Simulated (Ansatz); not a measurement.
## Ansatz (development build ahead of 0.2.0) run

```yaml
crystal:
  periodic: [false, false, false]
  atoms:
    - { symbol: S, position_ang: [0.0, 0.0, 0.0] }
    - { symbol: S, position_ang: [0.0, 1.7568, 1.0143] }
    - { symbol: S, position_ang: [0.0, -1.7568, 1.0143] }
basis:
  gaussian: { orbitals: pcseg-2 }
magnetization:
  initial_magnetization: 2
hamiltonian:
  xc: pbe
```

The input is written out in the form of the current development build from the run's settings.

The run gave:

* Converged: yes
* Total energy: -1194.08742 hartree
* Spin squared of the determinant: 2.000
* Stability test: minimum among restricted orbitals

Caution: other spin multiplicities may lie lower.
